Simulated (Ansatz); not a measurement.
System: InSb2S4Br (C2/m, No. 12). Method: r²SCAN0 in Ansatz (plane waves, PAW).

Run with plane-wave cutoff 520 eV, 6×6×2 k mesh (along the axes of the cell as run), Fermi–Dirac smearing 0.01 eV, scalar-relativistic PAW data made under PBE.

Cell (measured lattice):

```yaml
crystal:
  lattice:
    - [10.08850, -1.93350, 0.00000]
    - [10.08850, 1.93350, 0.00000]
    - [-5.67600, 0.00000, 10.18521]
  atoms:
    - { symbol: In, position: [0.33670, 0.33670, 0.56620] }
    - { symbol: In, position: [0.66330, 0.66330, 0.43380] }
    - { symbol: Sb, position: [0.04660, 0.04660, 0.78310] }
    - { symbol: Sb, position: [0.95340, 0.95340, 0.21690] }
    - { symbol: Sb, position: [0.70490, 0.70490, 0.09700] }
    - { symbol: Sb, position: [0.29510, 0.29510, 0.90300] }
    - { symbol: S, position: [0.21230, 0.21230, 0.34820] }
    - { symbol: S, position: [0.78770, 0.78770, 0.65180] }
    - { symbol: S, position: [0.31950, 0.31950, 0.13150] }
    - { symbol: S, position: [0.68050, 0.68050, 0.86850] }
    - { symbol: S, position: [0.10130, 0.10130, 0.02470] }
    - { symbol: S, position: [0.89870, 0.89870, 0.97530] }
    - { symbol: S, position: [0.46340, 0.46340, 0.78780] }
    - { symbol: S, position: [0.53660, 0.53660, 0.21220] }
    - { symbol: Br, position: [0.89600, 0.89600, 0.46530] }
    - { symbol: Br, position: [0.10400, 0.10400, 0.53470] }
```

Question: Predict the band gap, smallest direct gap on the k points sampled and direct gap at Γ.

Answer: 
- band gap: 2.96 eV
- smallest direct gap on the k points sampled: 2.99 eV
- direct gap at Γ: 3.40 eV

Note: cell and atoms aren't relaxed at this level (largest force component 0.28 eV/Å, pressure -0.4 GPa).

Spin–orbit coupling is not included.

Static lattice: no zero-point or thermal effects.

Ansatz is a quantum-chemistry and plane-wave program.
